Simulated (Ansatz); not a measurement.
This Ansatz (a quantum-chemistry and plane-wave program) input (CCSD(T)/3-21G) gives -75.71544 Eh with 13 basis functions. A basis named .json is the Basis Set Exchange file of that set (core-valence sets with the plain set on hydrogen).

Ansatz 0.2 input:
```yaml
crystal:
  periodic: [false, false, false]
  atoms:
    - {symbol: O, position_ang: [0.00702152, 0.00134342, 0.11666744]}
    - {symbol: H, position_ang: [-0.04995842, 0.75929218, -0.47415850]}
    - {symbol: H, position_ang: [-0.00621371, -0.77003954, -0.45918106]}
basis:
  gaussian:
    orbitals: 3-21G.json
magnetization: {spin_polarized: false}
correlation: {method: ccsd_t, electrons: outside_noble_gas}
```

Change:
```diff
- orbitals: 3-21G.json
+ orbitals: def2-SV_P_.json
```

Question: What does the run give now?

Answer: -76.13814 Eh (CCSD(T)/def2-SV(P), 18 functions), a change of -422.70 mEh.
